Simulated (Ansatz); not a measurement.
Rock-salt TiN was calculated with HSE06 (plane waves, PAW; Ansatz, a program for electronic structure).

Numerical settings: plane-wave cutoff 500 eV, 10×10×10 k mesh, Fermi–Dirac smearing 0.05 eV, no spin polarisation, scalar-relativistic PAW data made under PBE.

Computed at the level's own relaxed cell.

Q: Give the computed equilibrium volume per atom and equilibrium lattice constant a.

A: 
equilibrium volume per atom: 9.31 Å³/atom
equilibrium lattice constant a: 4.207 Å

Measured, for comparison: equilibrium volume per atom 9.52 Å³/atom, lattice constant a 4.239 Å (temperature not stated, no zero-point or thermal correction; as tabulated in Zhang et al. (2018), doi:10.1088/1367-2630/aac7f0). Computed (rounded) less measured: equilibrium volume per atom -2.2 %, lattice constant a -0.8 %. A static lattice is as a rule a little smaller and stiffer than an uncorrected measurement, which can account for part of this.

Note: exact exchange on metals is sensitive to the k mesh and can open a false gap; the run has no spin polarisation, so it can have missed a magnetic state.

The computed numbers hold no vibrational or temperature effects.
